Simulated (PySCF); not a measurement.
Compound: C₄H₈NO (doublet state).
Cartesian coordinates in Å at the GFN2-xTB level; atoms count from 1:
```
atom  x, y, z in Å
C1    -2.289   -0.045    0.341
C2    -0.930    0.217   -0.285
O3    -0.108   -0.912   -0.075
C4     1.200   -0.741   -0.558
C5     1.943    0.370    0.078
N6     3.115    0.707   -0.124
H7    -2.176   -0.224    1.406
H8    -2.941    0.811    0.187
H9    -2.740   -0.925   -0.110
H10   -1.034    0.406   -1.367
H11   -0.456    1.101    0.171
H12    1.182   -0.565   -1.650
H13    1.711   -1.689   -0.358
H14    3.524    1.488    0.375
```

The hyperfine couplings belong to this conformer and change with its torsions.

Identity: `[H]/N=[C]/COCC` [radical].

Level of theory: PySCF 2.14.0, UKS B3LYP, pcH-1 on C H N O, non-relativistic, mean-field spin-orbit, GIAO. The structure is a single GFN2-xTB conformer in the gas phase; no vibrational or solvent corrections. The geometry wasn't refined by DFT: couplings that depend on bond lengths, twists or pyramidal angles can differ widely from those at the functional's own minimum. No stability test was run, so a lower SCF solution isn't excluded.

Principal values of hyperfine tensors in MHz (contact and dipolar terms together), for some of the nuclei:

```json
{"atom": "C5", "isotope": "13C", "A1": "147.68", "A2": "152.93", "A3": "320.91"}
{"atom": "H14", "isotope": "1H", "A1": "134.48", "A2": "141.85", "A3": "177.49"}
{"atom": "H12", "isotope": "1H", "A1": "12.14", "A2": "15.61", "A3": "29.11"}
{"atom": "H13", "isotope": "1H", "A1": "9.43", "A2": "13.08", "A3": "26.47"}
{"atom": "O3", "isotope": "17O", "A1": "-18.33", "A2": "-15.33", "A3": "-14.72"}
{"atom": "N6", "isotope": "14N", "A1": "-1.97", "A2": "1.48", "A3": "44.55"}
{"atom": "C2", "isotope": "13C", "A1": "3.17", "A2": "4.76", "A3": "8.17"}
{"atom": "H11", "isotope": "1H", "A1": "-2.93", "A2": "0.40", "A3": "13.75"}
```

Q: Split each tensor into its isotropic and traceless parts, and turn a_iso into mT with g = 2.0014.

A: a_iso is a third of the trace, T = A − a_iso, and a(mT) = a(MHz)/(g × 13.996).

| atom | a_iso (MHz) | a_iso (mT) | T1 | T2 | T3 |
| --- | --- | --- | --- | --- | --- |
| C5 | 207.17 | 7.396 | -59.49 | -54.25 | 113.74 |
| H14 | 151.27 | 5.400 | -16.79 | -9.43 | 26.22 |
| H12 | 18.95 | 0.677 | -6.81 | -3.34 | 10.16 |
| H13 | 16.33 | 0.583 | -6.90 | -3.25 | 10.15 |
| O3 | -16.13 | -0.576 | -2.20 | 0.80 | 1.40 |
| N6 | 14.69 | 0.524 | -16.66 | -13.21 | 29.87 |
| C2 | 5.37 | 0.192 | -2.20 | -0.60 | 2.80 |
| H11 | 3.74 | 0.134 | -6.67 | -3.34 | 10.01 |

Q: What spin density at the nucleus of O3 lies behind its contact coupling (g_N = -0.75752)?

A: a_FC = (2μ0/3) gₑ μB g_N μN ρ(0)/(2S·h) = 800.24 MHz × g_N × ρ(0)/(2S), with ρ in bohr⁻³. With a_FC = -16.13 MHz and 2S = 1, ρ(0) = 0.0266 bohr⁻³. The nuclear moment is negative, so coupling and spin density have opposite signs.

Q: C4 (13C, g_N = 1.40482) isn't in the table. Its spin density at the nucleus is 0.05532 bohr⁻³. What is its contact coupling?

A: By the same relation, a_FC = 62.2 MHz. Its full tensor has the principal values 51.04, 51.72, 83.82 MHz.

Q: Which nucleus of the table has the largest anisotropic coupling, and what is its form?

A: C5: -59.5, -54.2, 113.7 MHz, nearly axial, close to the ratio −1:−1:+2, the form that spin in one p orbital centred on that nucleus gives.

Q: What first-order splitting does H12 cause when the field lies along A1, A2 or A3 of its tensor (g taken as isotropic, no quadrupole term)?

A: 2 lines (I = 1/2), spaced by |A_i|/(g × 13.996): 0.43, 0.56, 1.04 mT along the axes of A1, A2 and A3.
